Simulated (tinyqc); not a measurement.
Stretching all distances: RHF, UHF, MP2, CISD and CCSD against full CI in the sto-3g basis, for H2O, spin multiplicity 1. Computed by the program tinyqc with PySCF. 

Geometry (angstrom):
```
atom       x        y       z
O     0.0000   0.0000  0.0000
H     0.0000   0.6830  0.6110
H     0.0000  -0.6830  0.6110
```

All coordinates are multiplied by the scale. c0^2 is the weight of the RHF determinant in the lowest singlet FCI state (UHF is spin-contaminated and may lie near states of higher spin) and n(LUMO) the first natural occupation beyond the occupied space.

Full CI energy (hartree) and errors against it (kcal/mol):
```
scale   distance 1-2 (angstrom)      E(FCI)       RHF      UHF      MP2     CISD     CCSD  <S^2> UHF    c0^2  n(LUMO)
0.9800                   0.8981  -74.985890   27.5019  27.5019   7.3428   0.3142   0.0530     0.0000  0.9788   0.0224
1.1900                   1.0905  -75.017751   44.3553  44.3553  13.2045   1.0666   0.1275     0.0000  0.9536   0.0475
1.4000                   1.2830  -74.959271   68.6883  68.3614  21.9468   3.2504   0.3290     0.1337  0.9054   0.0966
1.6200                   1.4846  -74.881884  103.0903  62.8765  34.2003   8.6384   0.6289     1.1748  0.8208   0.1913
1.8300                   1.6770  -74.820252  144.4459  39.6827  48.0773  18.0707   0.0800     1.6103  0.7038   0.3285
2.0400                   1.8695  -74.779137  192.0666  20.4340  61.9381  30.9640  -3.9287     1.8159  0.5633   0.4972
```

UHF parts from RHF first at scale 1.4 of those listed, where <S^2> leaves zero. The weight c0^2 goes from 0.98 to 0.56 and n(LUMO) from 0.02 to 0.50: static correlation grows as the bonds break into open-shell fragments. The spread of the error along the curve, which distorts its shape, is CCSD 4.6, CISD 30.6, UHF 47.9, MP2 54.6, RHF 164.6 kcal/mol. Below FCI somewhere: CCSD, as non-variational methods may be.
